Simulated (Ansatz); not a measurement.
A made-up structure of CH₃ClSi, singlet:

C1  (-0.708, 0.277, -0.632)
Si2  (0.504, -0.076, 0.489)
Cl3  (-1.289, 0.031, 1.022)
H4  (-1.137, -0.455, -1.303)
H5  (-1.093, 1.289, -0.701)
H6  (1.117, 0.886, 1.420)
(Å)

It is relaxed with PBE-D4/def2-SVP and then PBE0-D4/def2-TZVP (Ansatz 0.2.0). Atoms count as bonded within 1.22 times the sum of their covalent radii (H–H: 0.88 Å). The end point is not checked to be a true minimum.

Problem. Does its bonding change? (Judge from chemistry; the calculation decides.)

Solution. Computed: No: no bond forms or breaks.

Where it ends: The first stage lowers the energy by 3.33 eV in 8 steps. It ends as CH₃ClSi ([CH2]1[SiH][Cl]1):
```tsv
atom	x (Å)	y (Å)	z (Å)
C1	-0.7256	0.3058	-0.5014
Si2	0.7584	-0.3170	0.5484
Cl3	-1.5762	-0.1156	1.0571
H4	-1.1425	-0.3423	-1.2674
H5	-0.9058	1.3582	-0.7002
H6	0.9849	1.0624	1.1571
```

Labels in which every atom is bracketed show which atoms are joined, not bond orders.

For scale, one of the runs: PBE0-D4/def2-TZVP relaxation, 123 basis functions, launched by `ansatz run in.yaml --threads 2 --pin off --events-out ev --progress --plain --max-ram 4352MiB`. The run took about 12 s on 2 CPU threads of an Arm Neoverse V1 (shared host).
